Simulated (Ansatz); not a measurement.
System (SMILES): [NH2] (NH2), doublet.
Atoms: N1, H2, H3. Bonds: N1-H2, N1-H3.

Basis-set convergence of the highest harmonic wavenumber at HF with Ansatz (a program for electronic structure). Each level at its own minimum, finite differences of forces, unscaled; the reference is a large set that could be run, not a limit. Cartesian d functions, on some or all atoms, in 6-31G*, 6-31+G*; all else is spherical. The program fits the integrals of some runs and decomposes those of others, by size. Open shells are unrestricted. No added dispersion term, no relativity. Reference: the value in def2-QZVPPD, 3694 cm⁻¹, itself unsure by roughly 2 cm⁻¹ (its mean distance from pcseg-3, def2-QZVPP, cc-pVQZ). Deviations are taken from unrounded values.

```
basis        functions  highest harmonic wavenumber (cm⁻¹)
-----------  ---------  ----------------------------------
6-31G*              19                                3708
6-31+G*             23                                3720
cc-pVDZ             24                                3670
aug-cc-pVDZ         41                                3690
def2-SVP            24                                3703
def2-SVPD           36                                3723
pcseg-1             24                                3701
aug-pcseg-1         41                                3684
6-311G**            30                                3680
6-311+G**           34                                3695
def2-TZVP           43                                3676
def2-TZVPD          55                                3678
cc-pVTZ             58                                3685
aug-cc-pVTZ         92                                3690
pcseg-2             58                                3695
aug-pcseg-2         92                                3697
def2-TZVPP          59                                3692
def2-TZVPPD         71                                3695
def2-QZVPP         117                                3693
def2-QZVPPD        129                                3694
```

What the diffuse functions change, pair by pair:
- 6-31G* to 6-31+G*: 4 more functions, deviation 14 to 26 cm⁻¹
- cc-pVDZ to aug-cc-pVDZ: 17 more functions, deviation -24 to -4 cm⁻¹
- def2-SVP to def2-SVPD: 12 more functions, deviation 9 to 29 cm⁻¹
- pcseg-1 to aug-pcseg-1: 17 more functions, deviation 7 to -9 cm⁻¹
- 6-311G** to 6-311+G**: 4 more functions, deviation -14 to 1 cm⁻¹
- def2-TZVP to def2-TZVPD: 12 more functions, deviation -17 to -16 cm⁻¹
- cc-pVTZ to aug-cc-pVTZ: 34 more functions, deviation -9 to -4 cm⁻¹
- pcseg-2 to aug-pcseg-2: 34 more functions, deviation 1 to 4 cm⁻¹
- def2-TZVPP to def2-TZVPPD: 12 more functions, deviation -1 to 1 cm⁻¹
- def2-QZVPP to def2-QZVPPD: 12 more functions, deviation 0 to 0 cm⁻¹

Leaving out the reference's own pair, they bring the value nearer the reference by more than 2 cm⁻¹ in 3 of 9 pairs.
